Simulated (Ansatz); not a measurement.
`CSCO`, relaxed with RKS PBE0-D4/def2-TZVP in Ansatz 0.2.0 from a PBE-D4/def2-SVP geometry. The force threshold is 0.005 eV/Å; the program also tests the step.

Charge 0, multiplicity 1.

Start:

```xyz
10

C    -0.253   -1.368   -0.667
S     1.149   -0.554    0.166
C     0.246    0.889    0.859
O    -0.353    1.717   -0.101
H     0.160   -2.105   -1.382
H    -0.912   -1.892    0.056
H    -0.837   -0.607   -1.221
H     1.011    1.406    1.487
H    -0.567    0.533    1.526
H     0.356    1.982   -0.721
```

Q: By how much does the energy fall, and how many steps does the optimiser take? (An estimate is asked.)

A: The calculation gave: 5.54 kJ/mol, in 7 steps.

Q: Which bonds change most? (Estimate.)

A: The calculation gave: S2–C3 from 1.838 to 1.802 Å; C1–S2 from 1.823 to 1.799 Å; C3–H8 from 1.116 to 1.097 Å; C3–H9 from 1.110 to 1.091 Å.

Q: Give the relaxed structure. (Estimate.)

A: Ansatz gave: 
```xyz
10

C    -0.256   -1.363   -0.672
S     1.131   -0.510    0.093
C     0.254    0.869    0.851
O    -0.340    1.752   -0.059
H     0.155   -2.163   -1.287
H    -0.912   -1.797    0.084
H    -0.820   -0.679   -1.305
H     0.999    1.360    1.488
H    -0.551    0.491    1.484
H     0.340    2.040   -0.676
```
